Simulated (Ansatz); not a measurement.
C5H12O (`CCCCCO`), relaxed with RKS PBE0-D4/def2-TZVP in the Gaussian-basis code of Ansatz from a PBE-D4/def2-SVP geometry. The force threshold is 0.005 eV/Å; the program also tests the step.

The species carries charge 0 and has multiplicity 1.

Start:

```xyz
18

C     1.443   -0.826    1.788
C     0.902    0.527    1.317
C    -0.363    0.442    0.452
C    -0.178   -0.259   -0.899
C    -1.411   -0.168   -1.802
O    -1.812    1.165   -2.078
H     2.327   -0.704    2.446
H     0.675   -1.388    2.362
H     1.755   -1.469    0.939
H     0.685    1.161    2.204
H     1.694    1.067    0.750
H    -0.751    1.463    0.252
H    -1.168   -0.078    1.021
H     0.693    0.192   -1.434
H     0.081   -1.332   -0.762
H    -1.233   -0.751   -2.741
H    -2.280   -0.643   -1.297
H    -1.061    1.604   -2.519
```

Task: By how much does the energy fall, and how many steps does the optimiser take? (An estimate is asked.)

Result: Computed: 7.38 kJ/mol, in 5 steps.

Task: Which bonds change most? (Estimate.)

Result: The calculation gave: C5–H16 from 1.119 to 1.099 Å; C5–H17 from 1.112 to 1.094 Å; C4–H14 from 1.117 to 1.099 Å; C1–H9 from 1.110 to 1.093 Å.

Task: Give the relaxed structure. (Estimate.)

Result: Ansatz gave: 
```xyz
18

C     1.429   -0.830    1.753
C     0.892    0.524    1.318
C    -0.366    0.450    0.463
C    -0.169   -0.238   -0.878
C    -1.394   -0.174   -1.770
O    -1.778    1.146   -2.102
H     2.295   -0.721    2.409
H     0.668   -1.395    2.301
H     1.740   -1.438    0.901
H     0.678    1.127    2.207
H     1.670    1.066    0.766
H    -0.745    1.460    0.283
H    -1.153   -0.075    1.020
H     0.682    0.218   -1.405
H     0.094   -1.292   -0.738
H    -1.228   -0.770   -2.678
H    -2.256   -0.606   -1.253
H    -1.060    1.549   -2.598
```
